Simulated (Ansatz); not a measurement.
# H₃S+ (triplet): RPA-PBE over vertical gaps between states and displaced geometries, 6-31G

How well do these functionals follow the top wave-function level for H₃S+ (triplet) over vertical gaps between states and displaced geometries?

The runs use Ansatz 0.2.0, Gaussian basis; 6-31G, all electrons in the functionals, frozen cores in the correlation of double hybrids and RPA.

To be run: RPA-PBE, at charge 1, triplet; charge 1, singlet; charge 1, quintet; displaced geometry v1; displaced geometry v2.

16 further runs of the same task are left out: 7 that didn't finish, 9 set aside as unsound or not needed. Runs told in other sessions of the task aren't counted.

## (1) What is computed

The geometry is a PBE0/def2-TZVP stationary point (not a proven minimum).

4 atoms, charge 1, spin multiplicity 3.

Atoms are counted from 1 here; the program's logs count them from 0.

Bond lengths: S1–H2 1.357 Å, S1–H3 1.520 Å, S1–H4 1.520 Å. Angles: H2–S1–H3 89.9°, H2–S1–H4 89.9°, H3–S1–H4 179.9°.

No dispersion term is added.

The geometry shown and the zero of energy belong to the point charge 1, triplet. The yardstick, FCI, and other wave-function levels (R restricted, U unrestricted, valence and pair active spaces) come from earlier runs.

## (2) RPA-PBE, charge 1, triplet

in.yaml

```yaml
crystal:
  periodic: [false, false, false]
  atoms:
    - {symbol: S, position_ang: [0.000000, -0.039104, 0.000000]}
    - {symbol: H, position_ang: [0.000000, 1.318376, 0.000000]}
    - {symbol: H, position_ang: [0.000000, -0.037193, 1.520127]}
    - {symbol: H, position_ang: [0.000000, -0.037193, -1.520127]}
basis:
  gaussian: {orbitals: 6-31G}
total_charge: 1
magnetization: {spin_polarized: true, initial_magnetization: 2}
hamiltonian: {xc: {name: PBE}}
correlation: {method: rpa, electrons: outside_noble_gas}
```

On the command line:

```bash
ansatz run in.yaml --threads 1 --pin off --events-out ev --progress --plain --max-ram 2393MiB
```

The log of the run:

```text
Functional definition: PBE
  name "PBE"
  cite "Perdew, Burke & Ernzerhof, Phys. Rev. Lett. 77, 3865 (1996) doi:10.1103/PhysRevLett.77.3865"
  parent pbe
  parameter kappa = 0.804
  parameter beta = 0.06672455060314922
  exchange = pbe_x(kappa = kappa, mu = beta*pi^2/3)
  correlation = pbe_c(beta = beta)
236 factors; integrals over basis functions are off by at most 3.1e-4 eV
mean field evaluation 1: about -10863.2551 eV, gradient 1.1e1 eV
mean field evaluation 2: about -10863.2481 eV, gradient 1.1e1 eV
mean field evaluation 4: about -10864.1695 eV, gradient 6.0e-1 eV
mean field evaluation 8: about -10864.1733 eV, gradient 5.0e-3 eV
mean field -10864.17330357 eV, -399.2510049051 hartree, gradient 4.9e-7 eV, S^2 2.005680; 0 other end points of the search recorded, 0 dependent functions left out
5 core orbitals not correlated: weight in the atoms' cores, before any rotation towards them, 1.000 or more for the frozen orbitals, at most 0.000 for the correlated occupied ones
reference -10849.45305432 eV, -398.7100457227 hartree; 5, 3 occupied and 9, 11 virtual orbitals, 236 factors
Total energy: -10852.92439820 eV, -398.8376152574 hartree
```

Run time: 0.48 s. Hardware: 1 thread of Arm Neoverse V1, shared host.

From the report: ⟨S²⟩ of the determinant 2.006 (pure triplet: 2.00).

## (3) RPA-PBE, charge 1, singlet

Changes to in.yaml since step 2:

```diff
@@ -10,3 +10,2 @@
 total_charge: 1
-magnetization: {spin_polarized: true, initial_magnetization: 2}
 hamiltonian: {xc: {name: PBE}}
```

The command is unchanged.

The log of the run, shortened:

```text
Functional definition: PBE
  name "PBE"
  cite "Perdew, Burke & Ernzerhof, Phys. Rev. Lett. 77, 3865 (1996) doi:10.1103/PhysRevLett.77.3865"
  parent pbe
[...]
236 factors; integrals over basis functions are off by at most 3.1e-4 eV
[...]
mean field -10866.18444934 eV, -399.3249131490 hartree, gradient 2.4e-6 eV, S^2 0.000000; 0 other end points of the search recorded, 0 dependent functions left out
5 core orbitals not correlated: weight in the atoms' cores, before any rotation towards them, 1.000 or more for the frozen orbitals, at most 0.000 for the correlated occupied ones
reference -10850.89575348 eV, -398.7630639390 hartree; 4, 4 occupied and 10, 10 virtual orbitals, 236 factors
Total energy: -10854.76602360 eV, -398.9052937425 hartree
```

Run time: 0.39 s. Hardware: 1 thread of Arm Neoverse V1, shared host.

From charge 1, triplet: -177.7 kJ/mol.

## (4) RPA-PBE, charge 1, quintet

Changes to in.yaml since step 3:

```diff
@@ -10,2 +10,3 @@
 total_charge: 1
+magnetization: {spin_polarized: true, initial_magnetization: 4}
 hamiltonian: {xc: {name: PBE}}
```

The command is unchanged.

The log of the run, shortened:

```text
Functional definition: PBE
  name "PBE"
  cite "Perdew, Burke & Ernzerhof, Phys. Rev. Lett. 77, 3865 (1996) doi:10.1103/PhysRevLett.77.3865"
  parent pbe
[...]
236 factors; integrals over basis functions are off by at most 3.1e-4 eV
[...]
mean field -10854.21185699 eV, -398.8849284955 hartree, gradient 3.9e-7 eV, S^2 6.002657; 0 other end points of the search recorded, 0 dependent functions left out
5 core orbitals not correlated: weight in the atoms' cores, before any rotation towards them, 1.000 or more for the frozen orbitals, at most 0.000 for the correlated occupied ones
reference -10840.39257799 eV, -398.3770793591 hartree; 6, 2 occupied and 8, 12 virtual orbitals, 236 factors
Total energy: -10843.27770451 eV, -398.4831058032 hartree
```

Run time: 0.51 s. Hardware: 1 thread of Arm Neoverse V1, shared host.

From the report: ⟨S²⟩ of the determinant 6.003 (pure quintet: 6.00).

From charge 1, triplet: +930.8 kJ/mol.

## (5) RPA-PBE, displaced geometry v1

in.yaml

```yaml
crystal:
  periodic: [false, false, false]
  atoms:
    - {symbol: S, position_ang: [0.000269, -0.039316, 0.002553]}
    - {symbol: H, position_ang: [-0.000565, 1.302022, -0.008600]}
    - {symbol: H, position_ang: [0.047399, 0.005763, 1.468914]}
    - {symbol: H, position_ang: [-0.055378, -0.057052, -1.541538]}
basis:
  gaussian: {orbitals: 6-31G}
total_charge: 1
magnetization: {spin_polarized: true, initial_magnetization: 2}
hamiltonian: {xc: {name: PBE}}
correlation: {method: rpa, electrons: outside_noble_gas}
```

Launched as before.

The log of the run:

```text
Functional definition: PBE
  name "PBE"
  cite "Perdew, Burke & Ernzerhof, Phys. Rev. Lett. 77, 3865 (1996) doi:10.1103/PhysRevLett.77.3865"
  parent pbe
  parameter kappa = 0.804
  parameter beta = 0.06672455060314922
  exchange = pbe_x(kappa = kappa, mu = beta*pi^2/3)
  correlation = pbe_c(beta = beta)
236 factors; integrals over basis functions are off by at most 3.2e-4 eV
mean field evaluation 1: about -10863.2042 eV, gradient 1.1e1 eV
mean field evaluation 2: about -10863.1972 eV, gradient 1.1e1 eV
mean field evaluation 4: about -10864.0955 eV, gradient 6.1e-1 eV
mean field evaluation 8: about -10864.0992 eV, gradient 2.6e-2 eV
mean field -10864.09925714 eV, -399.2482837490 hartree, gradient 4.7e-6 eV, S^2 2.005263; 0 other end points of the search recorded, 0 dependent functions left out
5 core orbitals not correlated: weight in the atoms' cores, before any rotation towards them, 1.000 or more for the frozen orbitals, at most 0.000 for the correlated occupied ones
reference -10849.41595012 eV, -398.7086821688 hartree; 5, 3 occupied and 9, 11 virtual orbitals, 236 factors
Total energy: -10852.85024814 eV, -398.8348902931 hartree
```

It took 0.48 s on 1 thread of Arm Neoverse V1, shared host.

From the report: ⟨S²⟩ of the determinant 2.005 (pure triplet: 2.00).

From charge 1, triplet: +7.2 kJ/mol.

## (6) RPA-PBE, displaced geometry v2

in.yaml

```yaml
crystal:
  periodic: [false, false, false]
  atoms:
    - {symbol: S, position_ang: [0.007419, -0.036375, -0.001052]}
    - {symbol: H, position_ang: [-0.157455, 1.329479, 0.010541]}
    - {symbol: H, position_ang: [-0.080835, -0.058514, 1.522488]}
    - {symbol: H, position_ang: [0.002274, -0.113784, -1.499552]}
basis:
  gaussian: {orbitals: 6-31G}
total_charge: 1
magnetization: {spin_polarized: true, initial_magnetization: 2}
hamiltonian: {xc: {name: PBE}}
correlation: {method: rpa, electrons: outside_noble_gas}
```

Launched as before.

The log of the run:

```text
Functional definition: PBE
  name "PBE"
  cite "Perdew, Burke & Ernzerhof, Phys. Rev. Lett. 77, 3865 (1996) doi:10.1103/PhysRevLett.77.3865"
  parent pbe
  parameter kappa = 0.804
  parameter beta = 0.06672455060314922
  exchange = pbe_x(kappa = kappa, mu = beta*pi^2/3)
  correlation = pbe_c(beta = beta)
236 factors; integrals over basis functions are off by at most 3.1e-4 eV
mean field evaluation 1: about -10863.2361 eV, gradient 1.1e1 eV
mean field evaluation 2: about -10863.2290 eV, gradient 1.1e1 eV
mean field evaluation 4: about -10864.1630 eV, gradient 6.0e-1 eV
mean field evaluation 8: about -10864.1667 eV, gradient 3.4e-2 eV
mean field -10864.16675600 eV, -399.2507642865 hartree, gradient 1.6e-6 eV, S^2 2.005637; 0 other end points of the search recorded, 0 dependent functions left out
5 core orbitals not correlated: weight in the atoms' cores, before any rotation towards them, 1.000 or more for the frozen orbitals, at most 0.000 for the correlated occupied ones
reference -10849.44032059 eV, -398.7095777670 hartree; 5, 3 occupied and 9, 11 virtual orbitals, 236 factors
Total energy: -10852.91902066 eV, -398.8374176366 hartree
```

It took 0.48 s on 1 thread of Arm Neoverse V1, shared host.

From the report: ⟨S²⟩ of the determinant 2.006 (pure triplet: 2.00).

From charge 1, triplet: +0.5 kJ/mol.

## (7) Against the wave-function levels

The yardstick is full CI for this spin, exact in this basis with these frozen cores. It comes from earlier runs at the same points. Energies in kJ/mol, counted from charge 1, triplet; blanks weren't run or aren't comparable.

```csv
level,triplet to singlet,triplet to quintet,displacement v1,displacement v2
FCI,-172.6,924.1,6.3,0.8
RPA-PBE,-177.7,930.8,7.2,0.5
```

Largest miss and mean time a point (FCI took 1.9 s a point; shared hosts):

```csv
level,largest miss (kJ/mol),where,time a point
RPA-PBE,+6.7,triplet to quintet,0.47 s
```

## (8) What came out

```
               quantity                             value
triplet to singlet, FCI                     -172.6 kJ/mol
triplet to quintet, FCI                      924.1 kJ/mol
   displacement v1, FCI                        6.3 kJ/mol
   displacement v2, FCI                        0.8 kJ/mol
  largest miss, RPA-PBE  +6.7 kJ/mol (triplet to quintet)
```

RPA-PBE strays by up to 6.7 kJ/mol, at triplet to quintet. Functionals and the yardstick converge differently with the basis, so part of each miss in 6-31G is the basis.
